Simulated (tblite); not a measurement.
Isobutyl mercaptan, C₄H₁₀S.
Bonds: C1–C2, C2–C3, C2–C4, C4–S5. Hydrogens: H6, H7, H8 on C1; H9 on C2; H10, H11, H12 on C3; H13, H14 on C4; H15 on S5.

Computed with GFN2-xTB (tblite), gas phase: Langevin dynamics at 300 K from the optimised GFN2-xTB geometry, time step 0.5 fs, friction 0.01 fs⁻¹, 2000 steps. The instantaneous temperature is 2·E(kin)/(3Nk) with all 3N coordinates.

```json
{"t (fs)": "0", "T (K)": "239", "E(pot) above start (eV)": "0.000", "C1–C2 (Å)": "1.525", "C2–C3 (Å)": "1.528", "C2–C4 (Å)": "1.526", "C4–S5 (Å)": "1.826", "C1–H6 (Å)": "1.087", "C1–C2–C4–S5 (°)": "64"}
{"t (fs)": "25", "T (K)": "126", "E(pot) above start (eV)": "0.316", "C1–C2 (Å)": "1.528", "C2–C3 (Å)": "1.496", "C2–C4 (Å)": "1.554", "C4–S5 (Å)": "1.824", "C1–H6 (Å)": "1.087", "C1–C2–C4–S5 (°)": "57"}
{"t (fs)": "50", "T (K)": "255", "E(pot) above start (eV)": "0.256", "C1–C2 (Å)": "1.541", "C2–C3 (Å)": "1.506", "C2–C4 (Å)": "1.555", "C4–S5 (Å)": "1.836", "C1–H6 (Å)": "1.090", "C1–C2–C4–S5 (°)": "60"}
{"t (fs)": "75", "T (K)": "239", "E(pot) above start (eV)": "0.364", "C1–C2 (Å)": "1.529", "C2–C3 (Å)": "1.503", "C2–C4 (Å)": "1.548", "C4–S5 (Å)": "1.823", "C1–H6 (Å)": "1.096", "C1–C2–C4–S5 (°)": "57"}
{"t (fs)": "100", "T (K)": "234", "E(pot) above start (eV)": "0.398", "C1–C2 (Å)": "1.508", "C2–C3 (Å)": "1.517", "C2–C4 (Å)": "1.578", "C4–S5 (Å)": "1.809", "C1–H6 (Å)": "1.041", "C1–C2–C4–S5 (°)": "53"}
{"t (fs)": "125", "T (K)": "190", "E(pot) above start (eV)": "0.461", "C1–C2 (Å)": "1.491", "C2–C3 (Å)": "1.547", "C2–C4 (Å)": "1.569", "C4–S5 (Å)": "1.852", "C1–H6 (Å)": "1.104", "C1–C2–C4–S5 (°)": "56"}
{"t (fs)": "150", "T (K)": "202", "E(pot) above start (eV)": "0.340", "C1–C2 (Å)": "1.532", "C2–C3 (Å)": "1.574", "C2–C4 (Å)": "1.508", "C4–S5 (Å)": "1.821", "C1–H6 (Å)": "1.123", "C1–C2–C4–S5 (°)": "52"}
{"t (fs)": "175", "T (K)": "244", "E(pot) above start (eV)": "0.255", "C1–C2 (Å)": "1.523", "C2–C3 (Å)": "1.541", "C2–C4 (Å)": "1.520", "C4–S5 (Å)": "1.827", "C1–H6 (Å)": "1.078", "C1–C2–C4–S5 (°)": "65"}
{"t (fs)": "200", "T (K)": "224", "E(pot) above start (eV)": "0.421", "C1–C2 (Å)": "1.513", "C2–C3 (Å)": "1.478", "C2–C4 (Å)": "1.564", "C4–S5 (Å)": "1.825", "C1–H6 (Å)": "1.049", "C1–C2–C4–S5 (°)": "62"}
{"t (fs)": "225", "T (K)": "239", "E(pot) above start (eV)": "0.396", "C1–C2 (Å)": "1.540", "C2–C3 (Å)": "1.502", "C2–C4 (Å)": "1.480", "C4–S5 (Å)": "1.780", "C1–H6 (Å)": "1.125", "C1–C2–C4–S5 (°)": "58"}
{"t (fs)": "250", "T (K)": "242", "E(pot) above start (eV)": "0.510", "C1–C2 (Å)": "1.573", "C2–C3 (Å)": "1.620", "C2–C4 (Å)": "1.489", "C4–S5 (Å)": "1.830", "C1–H6 (Å)": "1.117", "C1–C2–C4–S5 (°)": "61"}
{"t (fs)": "275", "T (K)": "263", "E(pot) above start (eV)": "0.471", "C1–C2 (Å)": "1.533", "C2–C3 (Å)": "1.565", "C2–C4 (Å)": "1.490", "C4–S5 (Å)": "1.828", "C1–H6 (Å)": "1.035", "C1–C2–C4–S5 (°)": "64"}
{"t (fs)": "300", "T (K)": "204", "E(pot) above start (eV)": "0.543", "C1–C2 (Å)": "1.479", "C2–C3 (Å)": "1.517", "C2–C4 (Å)": "1.490", "C4–S5 (Å)": "1.878", "C1–H6 (Å)": "1.088", "C1–C2–C4–S5 (°)": "65"}
{"t (fs)": "325", "T (K)": "340", "E(pot) above start (eV)": "0.437", "C1–C2 (Å)": "1.548", "C2–C3 (Å)": "1.593", "C2–C4 (Å)": "1.579", "C4–S5 (Å)": "1.802", "C1–H6 (Å)": "1.136", "C1–C2–C4–S5 (°)": "59"}
{"t (fs)": "350", "T (K)": "190", "E(pot) above start (eV)": "0.779", "C1–C2 (Å)": "1.537", "C2–C3 (Å)": "1.533", "C2–C4 (Å)": "1.494", "C4–S5 (Å)": "1.843", "C1–H6 (Å)": "1.092", "C1–C2–C4–S5 (°)": "58"}
{"t (fs)": "375", "T (K)": "416", "E(pot) above start (eV)": "0.483", "C1–C2 (Å)": "1.540", "C2–C3 (Å)": "1.557", "C2–C4 (Å)": "1.485", "C4–S5 (Å)": "1.821", "C1–H6 (Å)": "1.064", "C1–C2–C4–S5 (°)": "46"}
{"t (fs)": "400", "T (K)": "254", "E(pot) above start (eV)": "0.835", "C1–C2 (Å)": "1.595", "C2–C3 (Å)": "1.606", "C2–C4 (Å)": "1.529", "C4–S5 (Å)": "1.807", "C1–H6 (Å)": "1.084", "C1–C2–C4–S5 (°)": "31"}
{"t (fs)": "425", "T (K)": "305", "E(pot) above start (eV)": "0.729", "C1–C2 (Å)": "1.540", "C2–C3 (Å)": "1.505", "C2–C4 (Å)": "1.437", "C4–S5 (Å)": "1.938", "C1–H6 (Å)": "1.135", "C1–C2–C4–S5 (°)": "46"}
{"t (fs)": "450", "T (K)": "390", "E(pot) above start (eV)": "0.569", "C1–C2 (Å)": "1.535", "C2–C3 (Å)": "1.577", "C2–C4 (Å)": "1.544", "C4–S5 (Å)": "1.775", "C1–H6 (Å)": "1.085", "C1–C2–C4–S5 (°)": "54"}
{"t (fs)": "475", "T (K)": "337", "E(pot) above start (eV)": "0.486", "C1–C2 (Å)": "1.501", "C2–C3 (Å)": "1.571", "C2–C4 (Å)": "1.587", "C4–S5 (Å)": "1.837", "C1–H6 (Å)": "1.061", "C1–C2–C4–S5 (°)": "57"}
{"t (fs)": "500", "T (K)": "336", "E(pot) above start (eV)": "0.420", "C1–C2 (Å)": "1.482", "C2–C3 (Å)": "1.514", "C2–C4 (Å)": "1.518", "C4–S5 (Å)": "1.839", "C1–H6 (Å)": "1.086", "C1–C2–C4–S5 (°)": "72"}
{"t (fs)": "525", "T (K)": "326", "E(pot) above start (eV)": "0.652", "C1–C2 (Å)": "1.552", "C2–C3 (Å)": "1.512", "C2–C4 (Å)": "1.565", "C4–S5 (Å)": "1.861", "C1–H6 (Å)": "1.132", "C1–C2–C4–S5 (°)": "76"}
{"t (fs)": "550", "T (K)": "367", "E(pot) above start (eV)": "0.412", "C1–C2 (Å)": "1.525", "C2–C3 (Å)": "1.496", "C2–C4 (Å)": "1.516", "C4–S5 (Å)": "1.818", "C1–H6 (Å)": "1.068", "C1–C2–C4–S5 (°)": "73"}
{"t (fs)": "575", "T (K)": "298", "E(pot) above start (eV)": "0.528", "C1–C2 (Å)": "1.533", "C2–C3 (Å)": "1.512", "C2–C4 (Å)": "1.493", "C4–S5 (Å)": "1.805", "C1–H6 (Å)": "1.074", "C1–C2–C4–S5 (°)": "78"}
{"t (fs)": "600", "T (K)": "338", "E(pot) above start (eV)": "0.598", "C1–C2 (Å)": "1.590", "C2–C3 (Å)": "1.551", "C2–C4 (Å)": "1.480", "C4–S5 (Å)": "1.844", "C1–H6 (Å)": "1.103", "C1–C2–C4–S5 (°)": "76"}
{"t (fs)": "625", "T (K)": "386", "E(pot) above start (eV)": "0.702", "C1–C2 (Å)": "1.556", "C2–C3 (Å)": "1.505", "C2–C4 (Å)": "1.509", "C4–S5 (Å)": "1.858", "C1–H6 (Å)": "1.122", "C1–C2–C4–S5 (°)": "69"}
{"t (fs)": "650", "T (K)": "358", "E(pot) above start (eV)": "0.943", "C1–C2 (Å)": "1.519", "C2–C3 (Å)": "1.546", "C2–C4 (Å)": "1.537", "C4–S5 (Å)": "1.771", "C1–H6 (Å)": "1.085", "C1–C2–C4–S5 (°)": "61"}
{"t (fs)": "675", "T (K)": "429", "E(pot) above start (eV)": "0.661", "C1–C2 (Å)": "1.526", "C2–C3 (Å)": "1.620", "C2–C4 (Å)": "1.553", "C4–S5 (Å)": "1.789", "C1–H6 (Å)": "1.076", "C1–C2–C4–S5 (°)": "54"}
{"t (fs)": "700", "T (K)": "390", "E(pot) above start (eV)": "0.855", "C1–C2 (Å)": "1.519", "C2–C3 (Å)": "1.526", "C2–C4 (Å)": "1.514", "C4–S5 (Å)": "1.788", "C1–H6 (Å)": "1.136", "C1–C2–C4–S5 (°)": "45"}
{"t (fs)": "725", "T (K)": "435", "E(pot) above start (eV)": "0.546", "C1–C2 (Å)": "1.553", "C2–C3 (Å)": "1.507", "C2–C4 (Å)": "1.547", "C4–S5 (Å)": "1.900", "C1–H6 (Å)": "1.093", "C1–C2–C4–S5 (°)": "46"}
{"t (fs)": "750", "T (K)": "359", "E(pot) above start (eV)": "0.469", "C1–C2 (Å)": "1.585", "C2–C3 (Å)": "1.540", "C2–C4 (Å)": "1.547", "C4–S5 (Å)": "1.809", "C1–H6 (Å)": "1.106", "C1–C2–C4–S5 (°)": "40"}
{"t (fs)": "775", "T (K)": "272", "E(pot) above start (eV)": "0.577", "C1–C2 (Å)": "1.517", "C2–C3 (Å)": "1.527", "C2–C4 (Å)": "1.503", "C4–S5 (Å)": "1.834", "C1–H6 (Å)": "1.040", "C1–C2–C4–S5 (°)": "47"}
{"t (fs)": "800", "T (K)": "199", "E(pot) above start (eV)": "0.521", "C1–C2 (Å)": "1.533", "C2–C3 (Å)": "1.570", "C2–C4 (Å)": "1.516", "C4–S5 (Å)": "1.777", "C1–H6 (Å)": "1.084", "C1–C2–C4–S5 (°)": "51"}
{"t (fs)": "825", "T (K)": "307", "E(pot) above start (eV)": "0.421", "C1–C2 (Å)": "1.553", "C2–C3 (Å)": "1.549", "C2–C4 (Å)": "1.552", "C4–S5 (Å)": "1.857", "C1–H6 (Å)": "1.136", "C1–C2–C4–S5 (°)": "53"}
{"t (fs)": "850", "T (K)": "354", "E(pot) above start (eV)": "0.460", "C1–C2 (Å)": "1.549", "C2–C3 (Å)": "1.478", "C2–C4 (Å)": "1.550", "C4–S5 (Å)": "1.848", "C1–H6 (Å)": "1.090", "C1–C2–C4–S5 (°)": "57"}
{"t (fs)": "875", "T (K)": "258", "E(pot) above start (eV)": "0.798", "C1–C2 (Å)": "1.565", "C2–C3 (Å)": "1.494", "C2–C4 (Å)": "1.561", "C4–S5 (Å)": "1.788", "C1–H6 (Å)": "1.070", "C1–C2–C4–S5 (°)": "61"}
{"t (fs)": "900", "T (K)": "448", "E(pot) above start (eV)": "0.492", "C1–C2 (Å)": "1.604", "C2–C3 (Å)": "1.510", "C2–C4 (Å)": "1.522", "C4–S5 (Å)": "1.845", "C1–H6 (Å)": "1.116", "C1–C2–C4–S5 (°)": "61"}
{"t (fs)": "925", "T (K)": "328", "E(pot) above start (eV)": "0.569", "C1–C2 (Å)": "1.555", "C2–C3 (Å)": "1.510", "C2–C4 (Å)": "1.499", "C4–S5 (Å)": "1.833", "C1–H6 (Å)": "1.112", "C1–C2–C4–S5 (°)": "66"}
{"t (fs)": "950", "T (K)": "332", "E(pot) above start (eV)": "0.717", "C1–C2 (Å)": "1.558", "C2–C3 (Å)": "1.533", "C2–C4 (Å)": "1.621", "C4–S5 (Å)": "1.846", "C1–H6 (Å)": "1.039", "C1–C2–C4–S5 (°)": "56"}
{"t (fs)": "975", "T (K)": "346", "E(pot) above start (eV)": "0.575", "C1–C2 (Å)": "1.476", "C2–C3 (Å)": "1.549", "C2–C4 (Å)": "1.564", "C4–S5 (Å)": "1.852", "C1–H6 (Å)": "1.083", "C1–C2–C4–S5 (°)": "49"}
{"t (fs)": "1000", "T (K)": "323", "E(pot) above start (eV)": "0.771", "C1–C2 (Å)": "1.530", "C2–C3 (Å)": "1.571", "C2–C4 (Å)": "1.477", "C4–S5 (Å)": "1.825", "C1–H6 (Å)": "1.162", "C1–C2–C4–S5 (°)": "52"}
```

Question: From 500 fs on, how do temperature and potential energy compare with equipartition?

Answer: The mean temperature of these 21 frames is 342 K against the target 300 K, and the mean potential energy 0.60 eV against 39 × kT/2 = 0.50 eV for 39 classical harmonic modes. For 15 atoms in a canonical ensemble the temperature itself scatters by T·√(2/(3N)) = 63 K; here its standard deviation is 58 K. The whole run lasts only 10 friction times of 100 fs, so these averages carry a wide statistical error.

Question: What are the kinetic and total energies of the listed frame with the highest potential energy?

Answer: The one at 650 fs, 0.943 eV above the start. Its kinetic energy is 3NkT/2 = 0.693 eV at 358 K, so the sum is 1.64 eV; over the listed frames the sum runs from 0.46 to 1.64 eV, since the thermostat adds and removes energy.

Question: How much do the listed bonds fluctuate from 500 fs on?

Answer: 
```
 bond  at the start (Å)  mean (Å)  standard deviation (Å)
C1–C2             1.525     1.542                   0.031
C2–C3             1.528     1.530                   0.032
C2–C4             1.526     1.531                   0.033
C4–S5             1.826     1.828                   0.032
C1–H6             1.087     1.096                   0.030
```

The motion is classical and holds no zero-point motion.

What follows is the cost of the whole dynamics run. Time: 8.2 s; peak memory 0.18 GiB. Hardware: an Intel Xeon Platinum 8488C with one thread, shared host with 192 logical CPUs at a one-minute load of 69.
